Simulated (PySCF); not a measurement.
## Exact simulation of a proton spin system

Molecule: SMILES C#CCC=C, C₅H₆.

Cartesian coordinates in Å; atom numbers follow the order of the lines, from 1:
```xyz
11

C     2.2104    1.3177    0.7632
C     1.4391    0.4290    0.4781
C     0.4954   -0.6265    0.1211
C    -0.7223   -0.1069   -0.5941
C    -1.9757   -0.2967   -0.1863
H     2.8946    2.1055    1.0182
H     0.1938   -1.1759    1.0286
H     1.0175   -1.3568   -0.5243
H    -0.5272    0.4636   -1.5095
H    -2.8214    0.0990   -0.7543
H    -2.2042   -0.8525    0.7291
```

How the numbers were obtained: shielding tensors at HF/pcSseg-2 (GIAO), spin–spin couplings from B3LYP/pcJ-1 (without the spin–dipole term), coordinates at the PBE0-D3(BJ)/def2-SVP level, in PySCF 2.14 (no solvent, single conformer, relativity neglected, fast rotation and ring inversion assumed for equivalent nuclei).

References, each an isolated molecule treated in the same way: TMS for 1H (σ = 31.68 ppm).

Shifts (ppm): H6 2.27, H7/H8 2.77, H9 6.08, H10 5.25, H11 5.33.
Couplings (Hz): H6–H7, H6–H8: -4.2; H6–H10: -0.2; H7–H8: -19.6; H7–H9, H8–H9: 8.3; H7–H10, H8–H10: -1.8; H7–H11, H8–H11: -1.9; H9–H10: 11.1; H9–H11: 17.9; H10–H11: 1.8.

The 6-spin Hamiltonian (Zeeman plus full scalar coupling among like nuclei) was diagonalised exactly; lines are Lorentzian, 0.7 Hz wide, and the maxima above 3 % are listed with the tallest set to 100.

Q: Give the 1H peak list of this spin system at 100 MHz.

A: 
| Hz | ppm | height |
| --- | --- | --- |
| 632.1 | 6.321 | 11 |
| 623.9 | 6.239 | 21 |
| 621.2 | 6.213 | 14 |
| 615.8 | 6.158 | 12 |
| 614.1 | 6.141 | 20 |
| 613.1 | 6.131 | 27 |
| 605.9 | 6.059 | 34 |
| 605.1 | 6.051 | 20 |
| 603.2 | 6.032 | 22 |
| 597.8 | 5.978 | 19 |
| 595.1 | 5.951 | 42 |
| 587.1 | 5.871 | 25 |
| 543.9 | 5.439 | 17 |
| 541.9 | 5.419 | 49 |
| 540.1 | 5.401 | 64 |
| 538.3 | 5.383 | 28 |
| 532.6 | 5.326 | 24 |
| 530.9 | 5.309 | 52 |
| 529.1 | 5.291 | 45 |
| 527.2 | 5.272 | 17 |
| 525.9 | 5.259 | 15 |
| 524.0 | 5.240 | 33 |
| 522.1 | 5.221 | 51 |
| 520.1 | 5.201 | 53 |
| 518.2 | 5.183 | 38 |
| 516.4 | 5.164 | 14 |
| 284.9 | 2.849 | 32 |
| 283.2 | 2.832 | 58 |
| 281.2 | 2.812 | 38 |
| 280.8 | 2.808 | 46 |
| 279.0 | 2.790 | 75 |
| 277.2 | 2.772 | 54 |
| 275.1 | 2.751 | 60 |
| 273.2 | 2.732 | 40 |
| 272.8 | 2.728 | 41 |
| 270.9 | 2.709 | 65 |
| 269.1 | 2.691 | 34 |
| 231.0 | 2.310 | 71 |
| 226.9 | 2.269 | 100 |
| 222.7 | 2.227 | 51 |

Q: And at 700 MHz?

A: 
δ in ppm (height): 6.113 (13), 6.101 (26), 6.097 (14), 6.089 (14), 6.087 (16), 6.085 (28), 6.075 (28), 6.073 (16), 6.072 (16), 6.064 (14), 6.060 (29), 6.048 (14), 5.347 (15), 5.344 (43), 5.341 (44), 5.339 (16), 5.321 (14), 5.318 (40), 5.316 (41), 5.313 (15), 5.262 (15), 5.259 (41), 5.257 (40), 5.254 (15), 5.246 (15), 5.243 (39), 5.241 (39), 5.238 (14), 2.782 (30), 2.779 (56), 2.776 (41), 2.776 (41), 2.773 (58), 2.770 (45), 2.767 (56), 2.764 (40), 2.764 (40), 2.761 (57), 2.758 (30), 2.276 (52), 2.270 (100), 2.264 (50)

Q: Among coupled protons with different shifts, which pair is furthest from first order, and how does the field change that?

A: H9 and H11: Δν/J is about 4.2 at 100 MHz (intermediate, with clear roofing) and 29.3 at 700 MHz (close to first order). J in Hz doesn't depend on the field, while Δν in Hz grows in proportion to it.

Unscaled 3J(H,H) at this level run about 10 % above measured values. Couplings across =CH–CH2 type bonds come from one rotamer and its mirror image, and can be 1–2 Hz further off.
